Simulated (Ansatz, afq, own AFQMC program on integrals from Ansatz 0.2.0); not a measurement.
Integrals from Ansatz 0.2.0, then the random walk in our own AFQMC program (afq).

```yaml
crystal:
  periodic: [false, false, false]
  atoms:
    - {symbol: O, position_ang: [0.323924, 1.660300, 1.240578]}
    - {symbol: Hf, position_ang: [-0.030721, -0.143910, 0.454032]}
    - {symbol: Cl, position_ang: [1.030316, -2.142281, -0.245710]}
basis:
  gaussian: {orbitals: def2-TZVP}
magnetization: {spin_polarized: true, initial_magnetization: 3}
correlation: {method: ccsd_t, electrons: outside_noble_gas, hamiltonian_folder: ham}
```

```sh
$ ansatz run in.yaml --threads 1 --pin off --events-out ev --progress --plain --max-ram 24576MiB --backend cuda --devices 0, --max-vram 18GiB
```

afq runs on the folder ham with

```
--method phaseless --trial cisd --walkers 1600 --populations 20 --least-time 60 --time-step 0.005 --steps-per-block 50 --equilibration-blocks 40 --max-blocks 4000 --target-error 0.00024 --factor-cut 1e-05 --start spin_pure --seed 42 --release-times 0.24,0.5,1 --release-step 0.02 --release-every 4 --taylor-order 6
```

Times are imaginary, in 1/Eh. The walk had a cap of 360 s. With eight or more populations the least sampling time is a fifth of least-time, and the error comes from their spread. Core potentials past Kr, no spin–orbit coupling.

afq prints:

```
orbitals 98  electrons 10 7  factors 731 of 776
reference energy -581.91780038 Eh
CCSD correlation -0.45631229 Eh in 22 cycles, weight of the determinant in the CISD state 0.8463
energy of the start -582.373861 Eh
 block  time / (1/Eh)  mean weight  energy / Eh
     1     0.250  1.0000  -582.366692
     2     0.500  0.9996  -582.374496
     3     0.750  1.0004  -582.379097
     4     1.000  0.9999  -582.382593
     5     1.250  1.0006  -582.387475
     7     1.750  1.0002  -582.391137
     9     2.250  0.9991  -582.389612
    15     3.750  1.0002  -582.390181
    29     7.250  1.0000  -582.394278
    43    10.750  0.9997  -582.391474
    57    14.250  0.9996  -582.393761
    71    17.750  1.0002  -582.392147
    85    21.250  1.0007  -582.393261
    92    23.000  0.9992  -582.390772
    99    24.750  1.0005  -582.391923
   113    28.250  0.9996  -582.393382
   127    31.750  0.9999  -582.390780
   141    35.250  1.0002  -582.392131
   155    38.750  0.9997  -582.395956
   169    42.250  1.0000  -582.391294
   183    45.750  0.9987  -582.391427
   197    49.250  0.9995  -582.391706
   211    52.750  1.0013  -582.394913
   225    56.250  1.0001  -582.391938
   239    59.750  1.0006  -582.394248
   253    63.250  0.9994  -582.393895
   267    66.750  0.9996  -582.392795
   281    70.250  1.0005  -582.391843
error from the spread of 20 populations
released: time / (1/Eh)  energy / Eh  error  mean overlap
  0.24  -582.393635  0.000175  0.9939
  0.50  -582.392714  0.001263  0.9911
  1.00  -582.395421  0.001576  0.9856
energy -582.392743 +/- 0.000165 Eh
(rows thinned)
```

The run passed its tests (sampling time, drift between the halves within three errors, error under three times the target), which doesn't prove that it has relaxed, ending at its cap on processor time.

Against this walk (error 4.5 meV) on the same determinant: CCSD(T) 14.7 meV higher. The error is statistical and leaves out the bias of the constraint. None of these is a sure reference here. The released energies are too noisy to show the bias of the constraint.

Cautions: constraint bias not in the error; no spin-orbit coupling; outer-core shells of the metal frozen; higher spins were not checked.

The walk took 11 min on 1 × NVIDIA H100 80GB HBM3 with 2 threads of AMD EPYC 7R13 Processor (Zen 3), on a shared host (the card was shared). The log's last line is the phaseless energy.

A walk keeps the symmetry of its determinant, which the program's search chose and which needn't be the lowest solution, so a lower state of the same spin and another symmetry isn't excluded.
